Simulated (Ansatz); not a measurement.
A displaced shape of singlet HClO:

```xyz
3

O    -0.0324    0.8727   -0.7324
H    -0.0169    1.5993   -0.0628
Cl   -0.0318   -0.4886    0.3044
```

It was optimised with PBE0/def2-SVP in Ansatz (development build ahead of 0.2.0) to forces under 0.001 eV/Å, with restricted orbitals. Each step stands on the lowest determinant of that kind that the program's search found.

What shape does it relax to, and how does the optimisation go?

```csv
atom,x (Å),y (Å),z (Å)
O,-0.0321,0.8720,-0.7107
H,-0.0170,1.6049,-0.0776
Cl,-0.0319,-0.4936,0.2975
```

Bond lengths: O1–H2 0.969 Å, O1–Cl3 1.697 Å. Angles: H2–O1–Cl3 102.7°.

| step | E − E(start) (eV) | largest force (eV/Å) |
| --- | --- | --- |
| 1 | 0.0000 | 0.9806 |
| 2 | -0.0127 | 0.3773 |
| 3 | -0.0151 | 0.0933 |
| 4 | -0.0153 | 0.0118 |
| 5 | -0.0153 | 0.0013 |
| 6 | -0.0153 | 0.0000 |

The optimisation ended after 6 steps with its threshold met.
